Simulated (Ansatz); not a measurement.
[H···H···OH], doublet along the distance H1-H2

Starting geometry:

```xyz
4

H    -2.0563    0.0498    0.0000
H    -1.3113    0.0498    0.0000
O     0.1847    0.0498    0.0000
H     0.4365   -0.8901    0.0000
```

From there H2 is moved from one fragment to the other while all else, the fragments' distance too, stays fixed, so the hump isn't the reaction's barrier; atoms are numbered as listed. Energies are in eV, counted from the starting geometry at the same level.

Basis cc-pVDZ; Ansatz 0.2.0. Correlated methods freeze the noble-gas cores. R marks a restricted (for open shells ROHF) determinant, U an unrestricted one. Active spaces: valence = (9e, 7o) chosen from the atoms' valence shells.

Runs in a small pair space aren't shown, since their orbitals change along the scan.

Full CI isn't at hand for all of this; UCCSDTQ serves as the reference, and is uncertain by about the last step of the cluster series. The frozen core follows each run's orbitals, which can shift R against U totals by a few meV.

```csv
distance H1-H2 (Å),UCCSDTQ,error RCCSD,error UCCSD,error UCCSD(T),error BCCD(T),error CASSCF (valence space),error MRCISD (valence space)
0.745,0.000,0.000,0.000,0.000,0.000,0.000,0.000
0.817,0.017,0.012,0.012,0.002,0.002,0.028,0.006
0.962,0.102,0.047,0.039,0.008,0.008,0.080,0.013
1.106,-0.160,0.050,0.044,0.007,0.007,0.053,0.008
1.251,-0.517,0.025,0.026,0.003,0.002,-0.015,-0.007
```

Errors are those of relative energies. In total energy the starting point itself misses UCCSDTQ by: RCCSD 0.091, UCCSD 0.089, UCCSD(T) 0.017, BCCD(T) 0.018, CASSCF (valence space) 4.581, MRCISD (valence space) 0.201 eV.

Spread of the error over the points with a reference, to 1.251 Å (largest less smallest): BCCD(T) 0.008, UCCSD(T) 0.008, MRCISD (valence space) 0.020, UCCSD 0.044, RCCSD 0.050, CASSCF (valence space) 0.095 eV.
